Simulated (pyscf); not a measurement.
**Four-centre exchange: H₃C–ZnH (SMILES [CH3][ZnH]) + H₃C–OH (SMILES CO) → CH₄ (SMILES C) + H₃C–O–ZnH (SMILES C[O][ZnH])**

Gas phase, singlet surface, charge 0. Bonds broken: C1–Zn2, O8–H12. Bonds formed: C1–H12, Zn2–O8. PySCF, gas phase, ωB97X-D3(BJ)/def2-SVP geometries.

Transition state (Å):

```xyz
12

C     -2.1014    -0.7989     0.1705
Zn    -2.2865     1.3912    -0.0216
H     -1.4313    -1.6442    -0.0636
H     -3.0241    -0.9983    -0.4047
H     -2.3428    -0.8909     1.2442
H     -3.3389     2.4828     0.2498
C      0.7293     1.4329     0.0443
O     -0.4360     1.0489    -0.6389
H      0.8396     2.5321     0.0411
H      1.6258     1.0057    -0.4395
H      0.7281     1.0979     1.1023
H     -1.0419     0.0354    -0.2714
```

One imaginary mode, 1396i cm⁻¹; descent along it reached the two sides named, in the forms told below.

```json
[
 {"bond": "C1–Zn2", "change": "breaks", "reactant side (Å)": "1.969", "saddle": "2.206", "product side": "3.0"},
 {"bond": "O8–H12", "change": "breaks", "reactant side (Å)": "0.964", "saddle": "1.237", "product side": "2.384"},
 {"bond": "C1–H12", "change": "forms", "reactant side (Å)": "3.2", "saddle": "1.419", "product side": "1.101"},
 {"bond": "Zn2–O8", "change": "forms", "reactant side (Å)": "2.196", "saddle": "1.981", "product side": "1.783"}
]
```

Electronic energies relative to the separated reactants (kcal/mol):

| level | barrier | reaction energy | reverse barrier |
|---|---|---|---|
| ωB97X-D3(BJ)/def2-TZVP | 16.7 | -15.0 | 31.7 |
| PBE/def2-TZVP | 15.1 | -14.4 | 29.5 |
| r²SCAN/def2-TZVP | 13.1 | -16.2 | 29.3 |
| B3LYP-D3(BJ)/def2-TZVP | 17.1 | -16.0 | 33.2 |
| PBE0-D3(BJ)/def2-TZVP | 15.1 | -13.9 | 29.1 |
| M06-2X/def2-TZVP | 13.6 | -15.7 | 29.3 |
| ωB97M-D3(BJ)/def2-TZVP | 17.8 | -14.2 | 32.1 |
| HF/def2-TZVP | 29.1 | -17.4 | 46.5 |

With ωB97M-D3(BJ)/def2-TZVP energies and thermal terms (ideal gas, 1 atm, RRHO with modes under 100 cm⁻¹ raised to 100, one conformer, R ln 2 for rigid chiral ones), in kcal/mol:

| T (K) | ΔH‡ | ΔG‡ | ΔH | ΔG |
|---|---|---|---|---|
| 298 | 15.5 | 25.2 | -14.2 | -13.7 |
| 600 | 16.1 | 34.8 | -14.4 | -13.1 |
| 900 | 16.9 | 44.0 | -14.5 | -12.5 |
| 1200 | 17.8 | 52.9 | -14.6 | -11.8 |

On the reactant side the descent ends in an adduct with a O–Zn contact, 9.1 kcal/mol under the separated species and 25.9 kcal/mol under the saddle at ωB97X-D3(BJ)/def2-TZVP. What is counted as formed (O–Zn) is already present as a longer contact in the reactant adduct; forming that adduct is a step of its own. This is the saddle that the search found; another between the same sides may lie lower. Elements up to Kr have no core potential and no relativistic terms here.
